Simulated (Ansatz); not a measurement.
```yaml
crystal:
  periodic: [false, false, false]
  atoms:
    - {symbol: N, position_ang: [-0.306712, 0.699828, -0.619268]}
    - {symbol: O, position_ang: [1.446879, 1.003709, 1.076143]}
    - {symbol: H, position_ang: [-0.973376, -1.265571, -0.360763]}
basis:
  gaussian: {orbitals: pcseg-2}
hamiltonian: {xc: {name: B97M-V}}
output: {forces: true}
```

```sh
$ ansatz run in.yaml --threads 2 --pin off --events-out ev --progress --plain --max-ram 20480MiB --backend cpu
```

Output, abridged:

```
Functional definition: B97M-V
358 factors; their error is unknown
mean field evaluation 1: about -3510.4125 eV, gradient 9.5e1 eV
mean field evaluation 2: about -3276.4119 eV, gradient 2.3e2 eV
mean field evaluation 4: about -3490.7395 eV, gradient 1.1e2 eV
mean field evaluation 8: about -3538.2972 eV, gradient 3.2e0 eV
mean field evaluation 16: about -3538.3559 eV, gradient 2.3e-5 eV
mean field -3538.35590711 eV, -130.0321812027 hartree, gradient 2.3e-5 eV, S^2 0.000000; 8 other end points of the search recorded, 0 dependent functions left out
reference -3538.35595329 eV, -130.0321828997 hartree; 8, 8 occupied and 66, 66 virtual orbitals, 358 factors
Total energy: -3538.35595329 eV, -130.0321828997 hartree
Atom 0 at    -0.306712     0.699828    -0.619268 Å, force     1.438979    -2.336758     2.653701 eV/Å
Atom 1 at     1.446879     1.003709     1.076143 Å, force    -2.509455    -0.540710    -2.374527 eV/Å
Atom 2 at    -0.973376    -1.265571    -0.360763 Å, force     1.070476     2.877468    -0.279174 eV/Å
Dipole moment:    -0.392602    -0.333822    -0.249827 e Å
```

In this input the coordinates are in bohr but typed as ångström. The run converged. The result belongs to that input, not to the molecule as meant.
